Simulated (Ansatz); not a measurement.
Rock-salt ZrC was calculated with revPBE in Ansatz (plane waves, PAW).

Run with plane-wave cutoff 520 eV, 24×24×24 k mesh, Fermi–Dirac smearing 0.057 eV (set by the program), scalar-relativistic PAW data made under PBE.

Cell (relaxed at this level):

```
ZrC
1.0
    0.00000     2.36303     2.36303
    2.36303     0.00000     2.36303
    2.36303     2.36303     0.00000
Zr C
1 1
Cartesian
  0.00000   0.00000   0.00000
  2.36303   2.36303   2.36303
```

**Question.** Predict the elastic constant C44, Young modulus, Poisson ratio, Voigt–Reuss–Hill bulk modulus, elastic constant C11 and elastic constant C12.

**Answer.** 
- elastic constant C44: 151 GPa
- Young modulus: 381 GPa
- Poisson ratio: 0.205
- Voigt–Reuss–Hill bulk modulus: 215 GPa
- elastic constant C11: 442 GPa
- elastic constant C12: 102 GPa

Measured, for comparison: elastic constant C44 160 GPa, elastic constant C11 470 GPa, elastic constant C12 100 GPa (temperature not stated, not corrected to a static lattice; as tabulated in Wu et al. (2005), arXiv:cond-mat/0412374). Computed (rounded) less measured: elastic constant C44 -6 %, elastic constant C11 -6 %, elastic constant C12 +2 %. A static lattice is as a rule a little smaller and stiffer than an uncorrected measurement, which narrows the difference in the elastic constant C12 and would widen misses of the other sign.

Elastic constants are with the ions relaxed.

Computed values are for the static lattice.

Cost on a shared machine: around 5 core-minutes (rough).

Ansatz is a quantum-chemistry and plane-wave program.
